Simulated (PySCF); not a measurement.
## Basis and Hamiltonian dependence of the ionisation energy of P

P [Ne] 3s2 3p3 (4S) → P⁺ [Ne] 3s2 3p2 (3P). Calculated with PySCF 2.14 from differences of total energies of unrestricted determinants, without spin-orbit coupling. Values in eV.

| basis | Hamiltonian | functions | UHF | LDA | PBE0 | MP2 (valence) | CCSD(T) (valence) | CCSD(T) (valence and next inner shell) |
| --- | --- | --- | --- | --- | --- | --- | --- | --- |
| 6-31G* | non-relativistic | 18 | 9.941 | n/a | n/a | 10.186 | 10.101 | n/a |
| Sapporo-DZP-2012 | spin-free X2C | 27 | 9.908 | n/a | n/a | 10.366 | 10.300 | n/a |
| ANO-RCC-VTZP | spin-free X2C | 34 | 9.898 | 10.563 | 10.522 | 10.475 | 10.456 | 10.450 |
| aug-cc-pwCVDZ | non-relativistic | 36 | 9.936 | 10.603 | 10.547 | 10.400 | 10.342 | n/a |
| cc-pV(T+d)Z | non-relativistic | 39 | 9.912 | 10.581 | 10.531 | 10.482 | 10.458 | n/a |
| def2-TZVPPD | non-relativistic | 48 | 9.907 | 10.575 | 10.526 | 10.481 | 10.460 | 10.455 |
| aug-cc-pV(T+d)Z with one added diffuse shell each of s, p, d, f type | non-relativistic | 71 | 9.910 | 10.584 | 10.534 | 10.496 | 10.475 | n/a |
| aug-cc-pCVTZ-DK | spin-free X2C | 75 | 9.897 | 10.569 | 10.520 | 10.484 | 10.464 | 10.466 |
| aug-cc-pwCVTZ | non-relativistic | 75 | 9.909 | 10.580 | 10.533 | 10.497 | 10.476 | 10.480 |
| def2-QZVPPD | non-relativistic | 76 | 9.906 | 10.576 | 10.527 | 10.520 | 10.497 | 10.493 |
| dyall-av3z | spin-free X2C | 84 | 9.897 | 10.567 | 10.520 | 10.480 | 10.460 | n/a |
| aug-cc-pV(Q+d)Z with one added diffuse shell each of s, p, d, f, g type | non-relativistic | 114 | 9.906 | 10.578 | 10.530 | 10.526 | n/a | n/a |
| aug-cc-pwCVQZ | non-relativistic | 134 | 9.905 | 10.577 | 10.528 | 10.527 | n/a | n/a |

Problem. Estimate the row for aug-cc-pVDZ-DK (spin-free X2C, 27 functions).

Solution. From the rows with the same Hamiltonian and similar size; the calculation gives UHF 9.93; LDA 10.59; PBE0 10.54; MP2 (valence) 10.38; CCSD(T) (valence) 10.33 (eV).

Extrapolation of MP2 (valence) from aug-cc-pwCVTZ and aug-cc-pwCVQZ: the correlation parts are 0.588 and 0.622 eV; with the X⁻³ form and unrounded values, (4³ × 0.622 − 3³ × 0.588)/(4³ − 3³) = 0.647 eV, and adding the Hartree-Fock value 9.905 eV of the larger basis gives 10.552 eV.

Frozen in the all-electron rows: valence: [Ne]; valence and next inner shell: 1s2.

Reference for a calculation without spin-orbit coupling: 10.526 eV (measured, between term centres; NIST).
